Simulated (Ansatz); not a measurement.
# C4H4ClN: one species, many methods

Aim: compute C4H4ClN with functionals from several rungs and with coupled cluster, and see how far each lands from CCSD(T) at the basis-set limit for the atomisation energy.

The runs use Ansatz 0.2.0, Gaussian basis; functionals in def2-TZVPP, the program's frozen cores in correlated methods.

The runs, in order: LDA (SPW92), PBE-D4, revPBE-D4, BLYP-D4, r2SCAN-D4, B97M-V, PBE0-D4, B3LYP-D4, r2SCANh-D4, r2SCAN0-D4, HSE06-D4, BHLYP-D4, CAM-B3LYP-D4, LC-ωPBE, ωB97X-V, ωB97M-V, B2PLYP, PBE-QIDH; CCSD(T)/def2-SVP; CCSD(T)/def2-TZVPP; MP2/def2-QZVPP; extrapolation to the limit; RPA on PBE.

## 1. Structure used throughout

An earlier PBE0-D4 in a triple-zeta def2 set relaxation fixed the geometry.

SMILES `Clc1ccc[nH]1`, 10 atoms, charge 0, spin multiplicity 1.

Atoms are counted from 1 here; the program's logs count them from 0.

Bond lengths: Cl1–C2 1.703 Å, C2–C3 1.368 Å, C2–N6 1.360 Å, C3–C4 1.418 Å, C3–H7 1.077 Å, C4–C5 1.370 Å, C4–H8 1.078 Å, C5–N6 1.366 Å, C5–H9 1.078 Å, N6–H10 1.004 Å. Angles: Cl1–C2–C3 130.6°, Cl1–C2–N6 120.5°, C3–C2–N6 109.0°, C2–C3–C4 106.3°, C2–C3–H7 125.8°, C4–C3–H7 127.9°, C3–C4–C5 107.8°, C3–C4–H8 126.4°, C5–C4–H8 125.7°, C4–C5–N6 107.7°, C4–C5–H9 131.1°, N6–C5–H9 121.1°, C2–N6–C5 109.1°, C2–N6–H10 124.4°, C5–N6–H10 126.4°.

## 2. LDA

This LDA is Slater exchange with PW92 correlation.

Contents of in.yaml:

```yaml
crystal:
  periodic: [false, false, false]
  atoms:
    - {symbol: Cl, position_ang: [1.691929, 0.278608, -2.210137]}
    - {symbol: C, position_ang: [0.681351, 0.028704, -0.861838]}
    - {symbol: C, position_ang: [0.382547, -1.115510, -0.173724]}
    - {symbol: C, position_ang: [-0.512580, -0.737365, 0.858672]}
    - {symbol: C, position_ang: [-0.721827, 0.612425, 0.758425]}
    - {symbol: N, position_ang: [0.013934, 1.070662, -0.297725]}
    - {symbol: H, position_ang: [0.764312, -2.099226, -0.391507]}
    - {symbol: H, position_ang: [-0.953921, -1.390344, 1.594745]}
    - {symbol: H, position_ang: [-1.328513, 1.281295, 1.346269]}
    - {symbol: H, position_ang: [0.066068, 2.019749, -0.620380]}
basis:
  gaussian: {orbitals: def2-TZVPP}
hamiltonian: {xc: lda}
output: {orbitals: {seedname: orbitals}}
```

The runs that follow: PBE-D4 (GGA); revPBE-D4 (GGA); BLYP-D4 (GGA); r2SCAN-D4 (meta-GGA); B97M-V (meta-GGA); PBE0-D4 (hybrid); B3LYP-D4 (hybrid); r2SCANh-D4 (hybrid); r2SCAN0-D4 (hybrid); HSE06-D4 (hybrid); BHLYP-D4 (hybrid); CAM-B3LYP-D4 (range-separated); LC-ωPBE-D4 (range-separated); ωB97X-V (range-separated); ωB97M-V (range-separated); B2PLYP (double hybrid); PBE-QIDH (double hybrid); CCSD(T) in def2-SVP; CCSD(T) in def2-TZVPP; MP2 in def2-QZVPP; RPA on PBE orbitals.

**Question.** What will the summary of the whole plan be? Wanted: atomisation energy, CCSD(T)/CBS; farthest beyond LDA; mean size of error, GGA; mean size of error, meta-GGA; mean size of error, hybrid; mean size of error, range-separated; mean size of error, double hybrid; gap, smallest and largest; T1 diagnostic.

The runs gave:

| quantity | value |
| --- | --- |
| atomisation energy, CCSD(T)/CBS | 4377.4 kJ/mol |
| functionals within 21.9 kJ/mol (0.5 %) | r2SCANh-D4, B2PLYP |
| farthest beyond LDA | PBE-D4 (+224.7 kJ/mol) |
| mean size of error, GGA | 119.7 kJ/mol |
| mean size of error, meta-GGA | 42.7 kJ/mol |
| mean size of error, hybrid | 74.3 kJ/mol |
| mean size of error, range-separated | 38.5 kJ/mol |
| mean size of error, double hybrid | 29.3 kJ/mol |
| gap, smallest and largest | 4.87 eV (BLYP-D4), 11.66 eV (LC-ωPBE) |
| T1 diagnostic | 0.0104 |
| triples share of the correlation energy | 4.9 % |

LDA overbinds by 809.6 kJ/mol (18 %). PBE-D4 misses by +224.7 kJ/mol. Double hybrids carry the basis error of their MP2 part in triple zeta, and no dispersion term here, so their miss is partly the set-up's. Taken by rung, double hybrid functionals do best (29.3 kJ/mol on average) and GGA ones worst beyond LDA (119.7 kJ/mol). The gap between the best rungs is small, so their order is not settled. Misses under about 21.9 kJ/mol are within the doubt on the reference itself, which lacks core-valence correlation, relativity and higher excitations. Hartree-Fock recovers 70 % of the binding; the rest is correlation. CCSD(T) in def2-SVP is off by -200.9 kJ/mol, which most functionals beat. The gap grows from 4.9 to 11.7 eV across the functionals, mostly with the share of exact exchange.
